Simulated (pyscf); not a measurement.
Homolytic dissociation enthalpies at 298 K of Cl–Ge, F–Ge, F–Si, F–Sn bonds in 8 gas-phase molecules, in kcal/mol. Optimised with ωB97X-D3(BJ)/def2-SVP in PySCF. MP2 and CC: frozen core, UHF for open shells. ΔMP2 is the change of the MP2 total energy from the triple- to the quadruple-zeta basis. Both columns use the same structures and thermal terms. Rows were drawn at random from the closed-shell molecules with such a bond whose radicals are computed, keep their shape and have no isomer in the data more than 5 kcal/mol lower.

```json
[
 {"row": "1", "molecule": "H₂N–GeH(F)–F", "radicals": "H₂N–GeH•–F + F•", "B3LYP-D3(BJ)/def2-TZVP": "126.1", "CCSD(T)/def2-TZVPP + ΔMP2(QZVPP)": "133.6"},
 {"row": "2", "molecule": "H₂N–GeH₂–Cl", "radicals": "H₂N–GeH₂• + Cl•", "B3LYP-D3(BJ)/def2-TZVP": "95.3", "CCSD(T)/def2-TZVPP + ΔMP2(QZVPP)": "?"},
 {"row": "3", "molecule": "HO–SiH(F)–Cl", "radicals": "HO–SiH•–Cl + F•", "B3LYP-D3(BJ)/def2-TZVP": "154.0", "CCSD(T)/def2-TZVPP + ΔMP2(QZVPP)": "159.4"},
 {"row": "4", "molecule": "F–SnH(F)–F", "radicals": "F• + F–SnH•–F", "B3LYP-D3(BJ)/def2-TZVP": "108.4", "CCSD(T)/def2-TZVPP + ΔMP2(QZVPP)": "115.3"},
 {"row": "5", "molecule": "F–SnH₃", "radicals": "F• + SnH₃•", "B3LYP-D3(BJ)/def2-TZVP": "114.7", "CCSD(T)/def2-TZVPP + ΔMP2(QZVPP)": "117.9"},
 {"row": "6", "molecule": "H₂N–Si(F)(F)–F", "radicals": "H₂N–Si•(F)–F + F•", "B3LYP-D3(BJ)/def2-TZVP": "158.6", "CCSD(T)/def2-TZVPP + ΔMP2(QZVPP)": "164.6"},
 {"row": "7", "molecule": "HO–Si(F)(F)–F", "radicals": "HO–Si•(F)–F + F•", "B3LYP-D3(BJ)/def2-TZVP": "158.9", "CCSD(T)/def2-TZVPP + ΔMP2(QZVPP)": "164.9"},
 {"row": "8", "molecule": "F–SiH₃", "radicals": "F• + SiH₃•", "B3LYP-D3(BJ)/def2-TZVP": "146.6", "CCSD(T)/def2-TZVPP + ΔMP2(QZVPP)": "149.8"}
]
```

Problem. Fit a line that carries the B3LYP-D3(BJ) values to the last column and predict row 2.

Solution. In the 7 complete rows the last column lies 3.2 to 7.5 kcal/mol from B3LYP-D3(BJ) (mean 5.5, median 6.0). Least squares gives y = 5.5 + 1.00·x with residuals of 1.6 kcal/mol (root mean square). For row 2: 5.5 + 1.00 × 95.3 = 100.8 kcal/mol, an extrapolation. The computed value is 100.2 kcal/mol, 0.6 under the line. The CCSD(T) − MP2 part came from Ansatz, without density fitting, on the same reference. The frozen core leaves the outer d or s,p core shells of the metals and heavy elements correlated in the MP2 and CC values, and def2-TZVPP describes them poorly, which can shift differences by a few kcal/mol. Left out: the spin-orbit lowering of Cl, F. Elements up to Kr have no core potential and no relativistic terms here. Elements past Kr carry the def2 core potentials, without spin-orbit coupling.
